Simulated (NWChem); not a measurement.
Molecule: hydrogen cyanide (CHN); SMILES C#N

Computed with NWChem. Medium grid unless said otherwise, to which SCAN and Minnesota functionals are sensitive. Geometry: optimised at PBE0/def2-SVP. Hybrids' shares of exact exchange are those that their runs print; pure functionals count as 0. The functionals differ in more than this share.

```
row                                     share of exact exchange  highest occupied level (eV)
--------------------------------------  -----------------------  ---------------------------
LDA (Slater exchange, VWN5)/def2-TZVPD                     0.00                        -9.17
PBE/def2-TZVPD                                             0.00                        -9.02
B3LYP/def2-TZVPD                                           0.20                       -10.13
PBE0/def2-TZVPD                                            0.25                       -10.39
M06-2X/def2-TZVPD                                          0.54                       -11.79
Hartree-Fock/def2-TZVPD                                    1.00                     withheld
```

Fit a straight line of the last column on the one before it, predict the withheld value, and compare with the run.


1. Means of the 5 shown rows: x = 0.198, y = -10.100. Slope Σ(x − x̄)(y − ȳ)/Σ(x − x̄)² = -0.9911/0.1981 = -5.004; intercept -9.109.
2. The shown rows scatter about the line by 0.052 (root mean square); the largest residual is +0.09, at PBE/def2-TZVPD.
3. At x = 1.00 (Hartree-Fock/def2-TZVPD; beyond the shown range) the line gives -14.11.
4. The run gives -13.51, +0.60 from the line, 11.6 times the scatter.
